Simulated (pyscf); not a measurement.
Structures and frequencies: ωB97X-D3(BJ)/def2-SVP in PySCF. MP2 and CC: frozen core, UHF for open shells. ΔMP2 is the change of the MP2 total energy from the triple- to the quadruple-zeta basis.

Task: For GeH₄ (SMILES [GeH4]) + CH₃• (SMILES [CH3]) -> H₃C–GeH₃ (SMILES [CH3][GeH3]) + H• (SMILES [H]), a substitution at Ge (doublet surface; Ge–H broken, C–Ge formed), PBE/def2-TZVP gives ΔE‡ = 39.0 kJ/mol and ΔE = +19.7 kJ/mol (zero: the separated reactants). In which direction and how far do PBE0-D3(BJ)/def2-TZVP, ωB97M-D3(BJ)/def2-TZVP, CCSD(T)/def2-TZVPP + ΔMP2(QZVPP) move these?

Result: PBE0-D3(BJ): ΔE‡ = 56.2 kJ/mol, ΔE = +19.9 kJ/mol; ωB97M-D3(BJ): ΔE‡ = 78.2 kJ/mol, ΔE = +25.9 kJ/mol; CCSD(T): ΔE‡ = 78.0 kJ/mol, ΔE = +26.4 kJ/mol. PBE's barrier lies under all of them, by 17.2 to 39.2 kJ/mol. Its reaction energy matches one of them and lies within 6.7 kJ/mol of the others. Low barriers are usual for a GGA, whose delocalisation error favours stretched bonds. The same reactants have a lower exit, to GeH₃• + CH₄ (barrier +21.4 kJ/mol at ωB97M-D3(BJ), against +78.2 kJ/mol here). One saddle was located; it need not be the lowest between these sides. The angle at the attacked Ge is 180°. The CCSD(T) − MP2 part came from Ansatz, without density fitting, on the same reference. The frozen core leaves the outer d or s,p core shells of the metals and heavy elements correlated in the MP2 and CC values, and def2-TZVPP describes them poorly, which can shift differences by a few kcal/mol. Elements up to Kr have no core potential and no relativistic terms here.
